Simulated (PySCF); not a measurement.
SiO: calculation against experiment

**The experiment to reproduce.**

From Liu, Meijer, Perez-Rios, Phys. Chem. Chem. Phys. 22 (2020) 24191, for the gas: dipole moment 3.0982 D.

How close the calculation comes is told at the end.

Compound: SiO.
SMILES with atom numbers: `[O+:1]#[Si-:2]`

Geometry (GFN2-xTB, Å), atoms numbered from 1 in this order:
```xyz
2
SiO angstrom
O      0.7557   -0.0032   -0.0025
Si    -0.7529    0.0045   -0.0117
```

Runs made with PySCF (gas phase, on this GFN2-xTB geometry; no spin–orbit coupling):

```tsv
level	job	basis functions	wall time
B3LYP/def2-SVPD	8 singlets by full TDDFT, 3 Tamm–Dancoff triplets, polarisability	47	0.9 s
```

Hardware: one thread of an Arm Neoverse V1 (shared host).

**Comparison with experiment**

**Dipole moment.** Measured: 3.0982 D (Liu, Meijer, Perez-Rios, Phys. Chem. Chem. Phys. 22 (2020) 24191).

```json
{"level": "B3LYP/def2-SVPD", "computed (D)": "3.181", "computed − measured (D)": "+0.083", "% (from the printed values)": "+3"}
```

The computed dipoles belong to one fixed geometry; measured ones are averaged over vibrations unless marked μe. Magnitudes are compared, not signs.

No measured geometry was used, and the causes of the misses weren't examined.
